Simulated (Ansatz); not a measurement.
# BFH₂N−: single points off equilibrium

One table from this session's results is given with a row withheld; the runs are named, their logs left out.

Method: single points in def2-TZVPPD; program: Ansatz 0.2.0, Gaussian basis.

Correlated methods freeze the cores.

## Starting geometry

5 atoms, charge -1, spin multiplicity 1.

Atoms are counted from 1 here; the program's logs count them from 0.

Bond lengths: N1–B2 1.387 Å, N1–H4 1.062 Å, B2–F3 1.478 Å, B2–H5 1.219 Å. Angles: B2–N1–H4 115.1°, N1–B2–F3 125.9°, N1–B2–H5 122.0°, F3–B2–H5 112.0°.

As a file:

```xyz
5
charge -1, multiplicity 1
N    -1.05890   -0.09860    0.13270
B     0.32440   -0.07640    0.23640
F     1.26730    0.33510   -0.82480
H    -1.44690    0.25810   -0.78880
H     0.90200   -0.42360    1.25240
```

The first run:

run/in.yaml reads:

```yaml
crystal:
  periodic: [false, false, false]
  atoms:
    - {symbol: N, position_ang: [-1.058900, -0.098600, 0.132700]}
    - {symbol: B, position_ang: [0.324400, -0.076400, 0.236400]}
    - {symbol: F, position_ang: [1.267300, 0.335100, -0.824800]}
    - {symbol: H, position_ang: [-1.446900, 0.258100, -0.788800]}
    - {symbol: H, position_ang: [0.902000, -0.423600, 1.252400]}
basis:
  gaussian: {orbitals: "def2-TZVPPD.json"}
total_charge: -1
correlation: {method: ccsd_t}
output: {forces: true}
```

The basis file named in the input lies beside it (Basis Set Exchange, JSON).

No record of the launch command was kept for these runs.

Among the steps run: CCSD(T)/def2-TZVPPD; PBE0-D4/def2-TZVPPD; wB97M-V/def2-TZVPPD; r2SCAN-D4/def2-TZVPPD; PBE-D4/def2-TZVPPD; r2SCANh-D4/def2-TZVPPD; B97M-V/def2-TZVPPD.

One table of the session follows, with a row left open; its other results are not shown here.

| method | RMS force component (eV/Å) | angle to CCSD(T) forces (°) |
| --- | --- | --- |
| CCSD(T) | 0.669 | reference |
| PBE0-D4 | 0.795 | 12.7 |
| wB97M-V | 0.763 | 15.3 |
| r2SCAN-D4 | 0.720 | 11.9 |
| PBE-D4 | 0.573 | 14.2 |
| r2SCANh-D4 | ? | ? |
| B97M-V | 0.830 | 12.5 |

Estimate the missing values for r2SCANh-D4.

As computed: RMS force component (eV/Å): 0.787; angle to CCSD(T) forces (°): 12.1. In the column «RMS force component (eV/Å)» it lies between wB97M-V (0.763) and PBE0-D4 (0.795).
